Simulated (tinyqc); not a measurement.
Worked calculation: Pariser-Parr-Pople SCF with singles CI, for the molecule C=C1C=CN=C1 (SMILES; centres numbered as the heavy atoms are written). One step of it, computed by the program tinyqc.

Problem. Singles CI, singlets. Over the 4 single excitations with the smallest orbital gaps: A = (e_a - e_i) delta + 2 (ia|jb) - (ij|ab), with (pq|rs) = sum c_mp c_mq gamma_mn c_nr c_ns. f = 2/3 w |mu|^2 in atomic units, mu = sqrt2 sum c_ia sum_m c_mi c_ma R_m.

orbital energies (eV): -14.397282  -11.303258  -10.263748  -4.303610  0.048551  0.280025

coefficients:
```
,MO1,MO2,MO3,MO4,MO5,MO6
1C,0.320530,0.559930,-0.013027,0.685991,-0.123707,-0.312542
2C,0.542518,0.449338,-0.002913,-0.306732,0.225188,0.599138
3C,0.412551,-0.091693,-0.593961,-0.357251,-0.499192,-0.302958
4C,0.365404,-0.496306,-0.369749,0.327274,0.613020,-0.023309
5N,0.357653,-0.471757,0.376287,0.306325,-0.517140,0.382974
6C,0.413885,-0.085391,0.607228,-0.326742,0.203879,-0.551684
```

repulsion gamma_rs (eV), lower triangle:
```
,1C,2C,3C,4C,5N,6C
1C,9.540000
2C,4.949358,9.540000
3C,3.595888,4.948739,9.540000
4C,2.806031,3.815199,4.949935,9.540000
5N,2.919675,4.028389,4.027958,5.314201,12.450000
6C,3.595888,4.948739,3.814075,3.814812,5.314866,9.540000
```

Centres (angstrom, eV; a flat drawing with bonds scaled to 1.40 angstrom):
```
centre,x,y,core charge z,W,gamma_rr
1C,2.159000,0.000000,1,11.570000,9.540000
2C,0.759000,0.000000,1,11.570000,9.540000
3C,-0.064000,1.133000,1,11.570000,9.540000
4C,-1.395000,0.700000,1,11.570000,9.540000
5N,-1.395000,-0.700000,1,12.700000,12.450000
6C,-0.064000,-1.133000,1,11.570000,9.540000
```

Give: singlet CI matrix; singlet excitation energies; oscillator strengths.

Solution.

singlet CI matrix (eV), lower triangle:
```
,3>4,2>4,1>4,3>5
3>4,2.4395
2>4,-0.0256,4.6711
1>4,-0.0396,0.0043,6.6737
3>5,0.1483,0.6476,-0.4605,6.9316
```

singlet excitation energies (eV): 2.4335  4.4934  6.4016  7.3875

oscillator strengths: 0.0366  0.7182  0.3329  0.5993
